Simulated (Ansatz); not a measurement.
Geometry optimisation of `C=CC(C)(F)S`.

```yaml
crystal:
  periodic: [false, false, false]
  atoms:
    - {symbol: C, position_ang: [-1.903998, -0.726691, 0.089576]}
    - {symbol: C, position_ang: [-0.708130, -0.469149, -0.464784]}
    - {symbol: C, position_ang: [0.335002, 0.417384, 0.163513]}
    - {symbol: C, position_ang: [1.681119, -0.279931, 0.344440]}
    - {symbol: F, position_ang: [-0.105036, 0.841208, 1.413992]}
    - {symbol: S, position_ang: [0.621159, 1.896550, -0.923677]}
    - {symbol: H, position_ang: [-2.635989, -1.377677, -0.411319]}
    - {symbol: H, position_ang: [-2.179042, -0.290508, 1.061343]}
    - {symbol: H, position_ang: [-0.420449, -0.901081, -1.438051]}
    - {symbol: H, position_ang: [1.549572, -1.126800, 1.045306]}
    - {symbol: H, position_ang: [2.421889, 0.425527, 0.769124]}
    - {symbol: H, position_ang: [2.062065, -0.669171, -0.619064]}
    - {symbol: H, position_ang: [-0.697763, 2.225639, -1.015699]}
basis:
  gaussian: {orbitals: def2-TZVP}
hamiltonian: {xc: pbe0, dispersion: d4}
relax: {f_tol: 0.005, max_steps: 150}
```

```sh
$ ansatz run in.yaml --threads 2 --pin off --events-out ev --progress --plain --max-ram 22528MiB --backend cuda --devices 0, --max-vram 18GiB
```

It prints (some lines left out):

```
Functional definition: PBE0
mean field -17805.31288098 eV, -654.3331795014 hartree, gradient 2.1e-5 eV, S^2 0.000000; 0 other end points of the search recorded, 0 dependent functions left out
relax step   1: F+E_penalty+E_count = -17805.56761116 eV  Δ(F+E_penalty+E_count) = +0.000e0 eV  max|allowed force component| = 6.085e-1 eV/Å  Δτ_max = 0.0000 Å  (30 SCF iters, accepted)
mean field -17805.37046392 eV, -654.3352956356 hartree, gradient 1.7e-5 eV, S^2 0.000000; 0 other end points of the search recorded, 0 dependent functions left out
relax step   2: F+E_penalty+E_count = -17805.62674524 eV  Δ(F+E_penalty+E_count) = -5.913e-2 eV  max|allowed force component| = 2.447e-1 eV/Å  Δτ_max = 0.0302 Å  (33 SCF iters, accepted)
mean field -17805.37660497 eV, -654.3355213149 hartree, gradient 1.7e-5 eV, S^2 0.000000; 0 other end points of the search recorded, 0 dependent functions left out
relax step   3: F+E_penalty+E_count = -17805.63374836 eV  Δ(F+E_penalty+E_count) = -7.003e-3 eV  max|allowed force component| = 6.761e-2 eV/Å  Δτ_max = 0.0296 Å  (32 SCF iters, accepted)
mean field -17805.37661125 eV, -654.3355215455 hartree, gradient 1.7e-5 eV, S^2 0.000000; 0 other end points of the search recorded, 0 dependent functions left out
relax step   4: F+E_penalty+E_count = -17805.63385917 eV  Δ(F+E_penalty+E_count) = -1.108e-4 eV  max|allowed force component| = 6.821e-2 eV/Å  Δτ_max = 0.0253 Å  (33 SCF iters, accepted)
mean field -17805.37750560 eV, -654.3355544124 hartree, gradient 1.7e-5 eV, S^2 0.000000; 0 other end points of the search recorded, 0 dependent functions left out
relax step   5: F+E_penalty+E_count = -17805.63464249 eV  Δ(F+E_penalty+E_count) = -7.833e-4 eV  max|allowed force component| = 2.711e-2 eV/Å  Δτ_max = 0.0153 Å  (33 SCF iters, accepted)
mean field -17805.37758451 eV, -654.3355573124 hartree, gradient 1.7e-5 eV, S^2 0.000000; 0 other end points of the search recorded, 0 dependent functions left out
relax step   6: F+E_penalty+E_count = -17805.63470408 eV  Δ(F+E_penalty+E_count) = -6.159e-5 eV  max|allowed force component| = 1.416e-2 eV/Å  Δτ_max = 0.0034 Å  (33 SCF iters, accepted)
mean field -17805.37764769 eV, -654.3355596343 hartree, gradient 1.7e-5 eV, S^2 0.000000; 0 other end points of the search recorded, 0 dependent functions left out
relax step   7: F+E_penalty+E_count = -17805.63474414 eV  Δ(F+E_penalty+E_count) = -4.006e-5 eV  max|allowed force component| = 1.299e-2 eV/Å  Δτ_max = 0.0054 Å  (33 SCF iters, accepted)
mean field -17805.37766090 eV, -654.3355601197 hartree, gradient 1.7e-5 eV, S^2 0.000000; 0 other end points of the search recorded, 0 dependent functions left out
relax step   8: F+E_penalty+E_count = -17805.63475833 eV  Δ(F+E_penalty+E_count) = -1.419e-5 eV  max|allowed force component| = 5.051e-3 eV/Å  Δτ_max = 0.0021 Å  (34 SCF iters, accepted)
mean field -17805.37766250 eV, -654.3355601782 hartree, gradient 1.7e-5 eV, S^2 0.000000; 0 other end points of the search recorded, 0 dependent functions left out
relax step   9: F+E_penalty+E_count = -17805.63476427 eV  Δ(F+E_penalty+E_count) = -5.939e-6 eV  max|allowed force component| = 4.786e-3 eV/Å  Δτ_max = 0.0020 Å  (32 SCF iters, accepted)
mean field -17805.37766250 eV, -654.3355601782 hartree, gradient 1.7e-5 eV, S^2 0.000000; 1 other end points of the search recorded, 0 dependent functions left out
Total energy: -17805.63479395 eV, -654.3450095849 hartree
Atom 0 at    -1.879835    -0.722423     0.093507 Å, force    -0.001069    -0.001290    -0.001342 eV/Å
Atom 1 at    -0.706322    -0.449400    -0.454891 Å, force    -0.001255     0.000470    -0.000844 eV/Å
Atom 2 at     0.332295     0.425582     0.167200 Å, force     0.000752    -0.002641     0.004786 eV/Å
Atom 3 at     1.662375    -0.279578     0.341487 Å, force    -0.000109     0.000884    -0.000730 eV/Å
Atom 4 at    -0.097042     0.832531     1.417638 Å, force    -0.000006    -0.000233    -0.002385 eV/Å
Atom 5 at     0.617158     1.891097    -0.877567 Å, force    -0.000949     0.000986    -0.000768 eV/Å
Atom 6 at    -2.591737    -1.363922    -0.411254 Å, force     0.000309     0.000111     0.000623 eV/Å
Atom 7 at    -2.160868    -0.315306     1.056940 Å, force     0.001003     0.000901     0.000166 eV/Å
Atom 8 at    -0.429296    -0.858153    -1.421658 Å, force     0.001012     0.000629     0.000259 eV/Å
Atom 9 at     1.530138    -1.109788     1.036893 Å, force    -0.000107     0.000371    -0.000028 eV/Å
Atom 10 at     2.404571     0.409631     0.747488 Å, force     0.000116     0.000107    -0.000950 eV/Å
Atom 11 at     2.020237    -0.667989    -0.612244 Å, force    -0.000422    -0.000566     0.000859 eV/Å
Atom 12 at    -0.681274     2.173021    -1.068839 Å, force     0.000727     0.000272     0.000353 eV/Å
Dipole moment:    -0.046991    -0.288394    -0.181773 e Å
```

Run time 10 s (2 threads of an AMD EPYC 7R13 on a shared host and a share of an NVIDIA H100 80 GB); peak host memory 0.91 GiB.
